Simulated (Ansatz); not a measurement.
SbH$_{2}$⁺, triplet: stretch scan

Starting geometry (PBE0/def2-TZVP stationary point for this spin, not checked as a minimum):

```
atom   x (Å)    y (Å)    z (Å)
  Sb  0.0000  -0.0136   0.0000
   H  0.0000   0.8237  -1.4688
   H  0.0000   0.8237   1.4688
```

From there H2 moves along the line of the two atoms named below, all else staying in place; atoms are numbered as listed. Energies are in eV, counted from the starting geometry at the same level. Kohn–Sham curves are unrestricted where that lies lower.

Basis def2-SVP with its core potentials; Ansatz 0.2.0. Correlated methods freeze the noble-gas cores and the filled d shells of p-block atoms. R marks a restricted (for open shells ROHF) determinant, U an unrestricted one. Active spaces: valence = (6e, 6o) chosen from the atoms' valence shells. No spin–orbit coupling is included; scalar relativity enters through the core potentials alone.

Unrestricted rows (U, and Kohn–Sham where it breaks symmetry) aren't spin-pure: their determinants' ⟨S²⟩ exceeds S(S+1) by up to 0.12, so they mix in states of higher spin. Runs in a small pair space aren't shown, since their orbitals change along the scan. A value is left out where its run failed or describes another state than the reference as far as symmetry and spin tell, or, spin-broken singlets apart, can't be checked. The frozen core of the U runs drifts against the reference's along the scan: U less R at the highest common level changes by 13 meV, which enters the U errors.

Full CI is exact within this basis and frozen core; it isn't the basis-set limit. The frozen core follows each run's orbitals, which can shift R against U totals by a few meV for light atoms and by up to 0.1 eV past Ca.

| distance Sb1-H2 (Å) | full CI | curve A | curve B | curve C | curve D |
| --- | --- | --- | --- | --- | --- |
| 1.371 | 1.283 | 1.281 | 1.241 | 1.297 | 1.181 |
| 1.530 | 0.256 | 0.254 | 0.246 | 0.264 | 0.196 |
| 1.691 | 0.000 | 0.000 | 0.000 | 0.000 | 0.000 |
| 1.841 | 0.124 | 0.126 | 0.125 | 0.117 | 0.192 |
| 2.062 | 0.559 | 0.564 | 0.553 | 0.543 | 0.681 |
| 2.307 | 1.062 | 1.070 | 1.011 | 1.040 | 1.050 |
| 2.674 | 1.494 | 1.505 | 1.450 | 1.477 | 1.276 |
| 3.153 | 1.637 | 1.649 | 1.719 | 1.608 | 1.351 |
| 3.783 | 1.673 | 1.686 | 1.859 | 1.637 | 1.373 |
| 4.455 | 1.685 | 1.697 | 1.915 | 1.647 | 1.382 |
| 5.840 | 1.690 | 1.702 | – | 1.652 | 1.386 |

Question: The curves come from NEVPT2 (valence space), UCCSDT, UHF, r2SCANh. Compare each with full CI and say which is which.

Answer: A: UCCSDT, B: r2SCANh, C: NEVPT2 (valence space), D: UHF. Spread of the error against full CI, over the points where both stand: A 0.015, B 0.281, C 0.052, D 0.426 eV. 

In so small a basis the reference is far from its limit while semilocal and hybrid functionals are nearer theirs, so the functionals' errors here hold much of the reference's basis and frozen-core error, which can add to them or hide them.
